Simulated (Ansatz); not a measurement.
C2H3N, SMILES `CC#N` (charge 0, multiplicity 1).

Calculation: LDA/cc-pVTZ // PBE0-D3(BJ)/def2-TZVP in Ansatz (a first-principles code).

Ansatz 0.2 input:
```yaml
crystal:
  periodic: [false, false, false]
  atoms:
    - { symbol: C, position_ang: [-0.487049, 0.000491, -0.000338] }
    - { symbol: C, position_ang: [0.962032, -0.00097, 0.000669] }
    - { symbol: N, position_ang: [2.111012, -0.002128, 0.001465] }
    - { symbol: H, position_ang: [-0.860751, 0.906142, -0.480288] }
    - { symbol: H, position_ang: [-0.862748, -0.036344, 1.023236] }
    - { symbol: H, position_ang: [-0.862496, -0.867191, -0.544743] }
basis:
  gaussian: { orbitals: cc-pVTZ }
hamiltonian:
  xc: lda
```

Output:

```
Functional definition: SPW92
683 factors; their error is unknown
mean field evaluation 1: about -3573.2681 eV, gradient 6.3e1 eV
mean field evaluation 2: about -3563.1787 eV, gradient 8.7e1 eV
mean field evaluation 4: about -3581.4851 eV, gradient 4.9e0 eV
mean field evaluation 8: about -3581.5281 eV, gradient 2.1e-1 eV
mean field evaluation 16: about -3581.5282 eV, gradient 3.2e-5 eV
mean field -3581.52819617 eV, -131.6187335623 hartree, gradient 3.2e-5 eV, S^2 0.000000; 0 other end points of the search recorded, 0 dependent functions left out
reference -3581.52821989 eV, -131.6187344338 hartree; 11, 11 occupied and 121, 121 virtual orbitals, 683 factors
Total energy: -3581.52821989 eV, -131.6187344338 hartree
```
